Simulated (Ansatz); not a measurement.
# Worked example: correlation energy of GeH₂⁻, quartet

Geometry: that of the GeH2⁻, doublet, kept fixed. The doublet lies 3.1 eV lower here.

```xyz
3

Ge    0.0000   -0.0307    0.0000
H     0.0000    1.1080   -1.1584
H     0.0000    1.1080    1.1584
```

Basis aug-cc-pVDZ; Ansatz 0.2.0. Only valence electrons are correlated (noble-gas cores and the filled d shells of p-block atoms frozen), which leaves 7 electrons in 40 orbitals. Prefix R: restricted or restricted open-shell reference. No spin–orbit coupling is included, and no scalar relativity. This anion state lies near or above the neutral species, so the extra electron is weakly bound or unbound and the energies hang on the diffuse functions.

Full CI is exact within this basis and frozen core; it isn't the basis-set limit.

Runs differ by some tens of microhartree through their thresholds and, for an open shell, their frozen cores, so steps under 0.03 kcal/mol mean nothing.

```csv
level,total energy (hartree)
RHF,-2076.373520
RMP2,-2076.455767
RCCSD,-2076.480567
RCCSD(T),-2076.483845
RCCSDT,-2076.484829
RCCSDT(Q),-2076.484926
RCCSDTQ,-2076.484947
full CI,-2076.484919
```

**Question.** What is the correlation energy at full CI, and what share of it do RMP2 and RCCSD(T) recover?

**Answer.** E(corr) = -2076.484919 − (-2076.373520) = -0.111399 hartree = -3.031 eV. RMP2: -0.082247 / -0.111399 = 73.83 %. RCCSD(T): -0.110325 / -0.111399 = 99.04 %.

**Question.** By how many kcal/mol does RCCSD(T) miss full CI (1 hartree = 627.509 kcal/mol), and which steps make up the rest?

**Answer.** -2076.483845 − (-2076.484919) = 0.001074 hartree = 0.67 kcal/mol. Steps: RCCSDT − RCCSD(T) = -0.62, RCCSDT(Q) − RCCSDT = -0.06, RCCSDTQ − RCCSDT(Q) = -0.01, full CI − RCCSDTQ = 0.02 kcal/mol. That is within 1 kcal/mol of the reference in this basis, which itself misses far more of the correlation at the basis-set limit.
